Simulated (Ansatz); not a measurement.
Input file:

```yaml
crystal:
  periodic: [false, false, false]
  atoms:
    - {symbol: Si, position_ang: [-0.131469, -0.484771, 0.000000]}
    - {symbol: O, position_ang: [0.080687, 0.468628, -1.360578]}
    - {symbol: O, position_ang: [0.080687, 0.468628, 1.360578]}
    - {symbol: H, position_ang: [1.101729, -1.369640, 0.000000]}
basis:
  gaussian: {orbitals: 6-31G}
magnetization: {spin_polarized: true, initial_magnetization: 5}
correlation: {method: bccd, electrons: valence}
scf: {lower_state_search: light}
output: {forces: true}
```

```sh
$ ansatz run in.yaml --threads 1 --pin off --events-out ev --progress --plain --max-ram 2393MiB
```

Log:

```
322 factors; integrals over basis functions are off by at most 1.7e-4 eV
mean field evaluation 1: about -11935.2413 eV, gradient 1.2e1 eV
mean field evaluation 2: about -11935.2605 eV, gradient 1.2e1 eV
mean field evaluation 4: about -11938.1728 eV, gradient 2.5e0 eV
mean field evaluation 8: about -11938.4337 eV, gradient 3.0e-1 eV
mean field evaluation 16: about -11938.4722 eV, gradient 1.2e-1 eV
mean field evaluation 32: about -11938.4767 eV, gradient 1.2e-3 eV
mean field evaluation 64: about -11938.4761 eV, gradient 5.4e-2 eV
mean field evaluation 96: about -11938.4767 eV, gradient 2.9e-5 eV
mean field evaluation 128: about -11938.0592 eV, gradient 6.1e-2 eV
mean field evaluation 160: about -11938.8636 eV, gradient 1.6e0 eV
...
mean field -11939.18553540 eV, -438.7569757554 hartree, gradient 2.1e-6 eV, S^2 8.765507; 26 other end points of the search recorded, 0 dependent functions left out
determinant -11939.18553540 eV, -438.7569757554 hartree, with singles and doubles -11944.91718179 eV, -438.9676098751 hartree
determinant -11938.90074951 eV, -438.7465100668 hartree, with singles and doubles -11944.41683346 eV, -438.9492224133 hartree
determinant -11938.78144839 eV, -438.7421258316 hartree, with singles and doubles -11944.67348140 eV, -438.9586540509 hartree
determinant -11938.54556309 eV, -438.7334572066 hartree, with singles and doubles -11944.87097185 eV, -438.9659116912 hartree
determinant -11938.47668395 eV, -438.7309259449 hartree, with singles and doubles -11944.88720697 eV, -438.9665083209 hartree
determinant -11938.29309385 eV, -438.7241791334 hartree, with singles and doubles -11943.94299379 eV, -438.9318091264 hartree
determinant -11938.05930433 eV, -438.7155875269 hartree, with singles and doubles -11944.46789622 eV, -438.9510989349 hartree
determinant -11937.74610719 eV, -438.7040777444 hartree, with singles and doubles -11944.12668805 eV, -438.9385597658 hartree
determinant -11937.58235242 eV, -438.6980598675 hartree, with singles and doubles -11943.66311350 eV, -438.9215237154 hartree
determinant -11937.12771826 eV, -438.6813523704 hartree, with singles and doubles -11943.25987622 eV, -438.9067050188 hartree
determinant -11939.18553540 eV, -438.7569757554 hartree, with singles and doubles -11944.98538544 eV, -438.9701163132 hartree
determinant -11938.90074951 eV, -438.7465100668 hartree, with singles and doubles -11944.47432936 eV, -438.9513353485 hartree
determinant -11938.78144839 eV, -438.7421258316 hartree, with singles and doubles -11944.82026214 eV, -438.9640481436 hartree
determinant -11938.54556309 eV, -438.7334572066 hartree, with singles and doubles -11944.90981845 eV, -438.9673392773 hartree
determinant -11938.47668395 eV, -438.7309259449 hartree, with singles and doubles -11944.93503691 eV, -438.9682660388 hartree
determinant -11938.05930433 eV, -438.7155875269 hartree, with singles and doubles -11944.47852326 eV, -438.9514894717 hartree
7 core orbitals not correlated: weight in the atoms' cores, before any rotation towards them, 1.000 or more for the frozen orbitals, at most 0.000 for the correlated occupied ones
reference -11939.18553540 eV, -438.7569757554 hartree; 11, 6 occupied and 15, 20 virtual orbitals, 322 factors
second order -4.81024590 eV of doubles, -0.00000000 eV of singles
...
cycle   3  -5.70356143 eV  change   -2.1e-7 eV  update   1.5e-6
cycle   4  -5.70356118 eV  change    2.5e-7 eV  update   1.2e-6
cycle   5  -5.70356108 eV  change    9.7e-8 eV  update   1.0e-6
cycle   6  -5.70356044 eV  change    6.4e-7 eV  update   8.3e-7
cycle   7  -5.70356036 eV  change    7.7e-8 eV  update   6.0e-7
cycle   8  -5.70356032 eV  change    4.3e-8 eV  update   4.1e-7
cycle   9  -5.70356036 eV  change   -3.9e-8 eV  update   2.9e-7
cycle  10  -5.70356035 eV  change    9.2e-9 eV  update   2.0e-7
cycle  11  -5.70356026 eV  change    8.6e-8 eV  update   1.4e-7
cycle  12  -5.70356025 eV  change    1.5e-8 eV  update   9.9e-8
the calculation of the forces begins
WARN: the results are in doubt because the forces break the atoms' symmetry
Total energy: -11944.88909565 eV, -438.9665777285 hartree
Atom 0 at    -0.131469    -0.484771     0.000000 Å, force    -3.981615    -9.929213     4.270584 eV/Å
Atom 1 at     0.080687     0.468628    -1.360578 Å, force     2.172996     5.904960    -7.385100 eV/Å
Atom 2 at     0.080687     0.468628     1.360578 Å, force     1.040097     3.753181     3.736790 eV/Å
Atom 3 at     1.101729    -1.369640     0.000000 Å, force     0.768521     0.271072    -0.622274 eV/Å
Dipole moment:     0.093138     0.037051    -0.331568 e Å
In doubt: the forces break the atoms' symmetry
```

The singles that turn the determinant into the Brueckner one have T1 = 0.092.

Ran on 1 thread of Arm Neoverse V1, shared host: 18 s wall, 0.12 GiB peak host memory.
